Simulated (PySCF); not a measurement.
Zinc-blende CdS (metastable phase) was calculated with MP2 (GTH pseudopotentials, Gaussian basis; PySCF).

The cell has the measured lattice parameters. Conventional cell: a = 5.8180 Å, b = 5.8180 Å, c = 5.8180 Å, α = 90.00°, β = 90.00°, γ = 90.00°.

The correlation energy at a fixed k mesh 2×2×2:

| basis | value (eV/atom) |
|---|---|
| DZ | -6.4825 |
| TZ | -10.1190 |
| QZ | -11.3237 |

Question: Taking the value to converge with the cardinal number X as X^(−3), extrapolate from the last two rows.

Answer: With y = y∞ + c/w and weights w = 27 and 64 for the last two rows, y∞ = (w2 y2 − w1 y1)/(w2 − w1) = (64 × -11.3237 − 27 × -10.1190)/37 = -12.2028 eV/atom, which lies 0.8791 beyond the last row. Successive pairs of rows give -11.6502, -12.2028. The limit also hangs on the law assumed, so its last digits aren't firm.

The other settings are not extrapolated, so this is the limit in one setting alone.
